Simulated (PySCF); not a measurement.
Species: C₃H₄O₃.
Atom-mapped SMILES: `[CH3:1][C:2](=[O:3])[O:4][CH:5]=[O:6]` (hydrogens: H7, H8, H9 on C1; H10 on C5)

The same species was optimised twice, with GFN2-xTB and with PBE0-D3(BJ)/def2-SVP (PySCF), and the same property calculations (PySCF, gas phase) were run on both structures.

| coordinate | GFN2-xTB | PBE0-D3(BJ)/def2-SVP | change |
| --- | --- | --- | --- |
| O4–C5 (Å) | 1.351 | 1.363 | +0.012 |
| C1–C2 (Å) | 1.498 | 1.495 | -0.003 |
| C2–O4 (Å) | 1.392 | 1.390 | -0.002 |
| C2=O3 (Å) | 1.187 | 1.188 | +0.001 |
| O3–C2–O4 (°) | 124.2 | 123.0 | -1.2 |
| C2–O4–C5 (°) | 123.3 | 122.2 | -1.1 |
| C1–C2–O4 (°) | 108.6 | 109.6 | +1.0 |
| C1–C2–O3 (°) | 127.2 | 127.4 | +0.2 |
| C1–C2–O4–C5 (°) | 180 | 155 | -25 |
| C2–O4–C5–O6 (°) | 0 | -21 | -21 |

Rotational constants: A = 8944, B = 2708, C = 2105 MHz (GFN2-xTB) against A = 8273, B = 2690, C = 2197 MHz (PBE0-D3(BJ)/def2-SVP). Point groups within 0.08 Å: Cs and C1. End groups have turned between the structures, so O6, H10 are left out of the comparison.

On the GFN2-xTB structure: lowest singlet, TDDFT (eV) 4.81 [PBE0/def2-SVPD]; lowest triplet, Tamm–Dancoff (eV) 4.30 [PBE0/def2-SVPD]; isotropic polarisability (au) 46.4 [PBE0/def2-SVPD]; HOMO (eV) -8.10 [PBE0/def2-SVPD]; LUMO (eV) -1.25 [PBE0/def2-SVPD]; dipole (D) 4.23 [PBE0/def2-SVPD]; HOMO (eV) -7.99 [PBE0/pcSseg-1]; LUMO (eV) -1.06 [PBE0/pcSseg-1]; dipole (D) 4.15 [PBE0/pcSseg-1]; GIAO shielding of C1 (ppm) 162.8 [PBE0/pcSseg-1]; GIAO shielding of C2 (ppm) 17.0 [PBE0/pcSseg-1]; GIAO shielding of O3 (ppm) -171.7 [PBE0/pcSseg-1]; GIAO shielding of O4 (ppm) 22.0 [PBE0/pcSseg-1]; GIAO shielding of C5 (ppm) 28.3 [PBE0/pcSseg-1]; GIAO shielding of O6 (ppm) -157.3 [PBE0/pcSseg-1].

Task: What do these properties become on the PBE0-D3(BJ)/def2-SVP structure?

Result: 
```tsv
property	level	on GFN2-xTB	on PBE0-D3(BJ)/def2-SVP	change
lowest singlet, TDDFT (eV)	PBE0/def2-SVPD	4.81	5.06	+0.25
lowest triplet, Tamm–Dancoff (eV)	PBE0/def2-SVPD	4.30	4.54	+0.24
isotropic polarisability (au)	PBE0/def2-SVPD	46.4	46.7	+0.3
HOMO (eV)	PBE0/def2-SVPD	-8.10	-8.37	-0.27
LUMO (eV)	PBE0/def2-SVPD	-1.25	-1.27	-0.02
dipole (D)	PBE0/def2-SVPD	4.23	3.94	-0.29
energy, GFN2-xTB geometry as zero (kcal/mol)	PBE0/def2-SVPD	0.0	-1.0	-1.0
HOMO (eV)	PBE0/pcSseg-1	-7.99	-8.25	-0.26
LUMO (eV)	PBE0/pcSseg-1	-1.06	-1.06	0.00
dipole (D)	PBE0/pcSseg-1	4.15	3.86	-0.29
energy, GFN2-xTB geometry as zero (kcal/mol)	PBE0/pcSseg-1	0.0	-0.6	-0.6
GIAO shielding of C1 (ppm)	PBE0/pcSseg-1	162.8	161.3	-1.5
GIAO shielding of C2 (ppm)	PBE0/pcSseg-1	17.0	15.8	-1.2
GIAO shielding of O3 (ppm)	PBE0/pcSseg-1	-171.7	-174.3	-2.6
GIAO shielding of O4 (ppm)	PBE0/pcSseg-1	22.0	8.5	-13.5
GIAO shielding of C5 (ppm)	PBE0/pcSseg-1	28.3	26.1	-2.2
GIAO shielding of O6 (ppm)	PBE0/pcSseg-1	-157.3	-165.1	-7.8
```

The heavy atoms differ by 0.286 Å rms after alignment. Among the bonds compared O4–C5 changes most (+0.012 Å). Changes are differences of the printed values. Neither structure is proved a minimum here.

Shape of the structure used: `[CH3:1][C:2](=[O:3])[O:4][CH:5]=[O:6]`: C1–C2–O4–C5 155°, C2–O4–C5–O6 -21°.
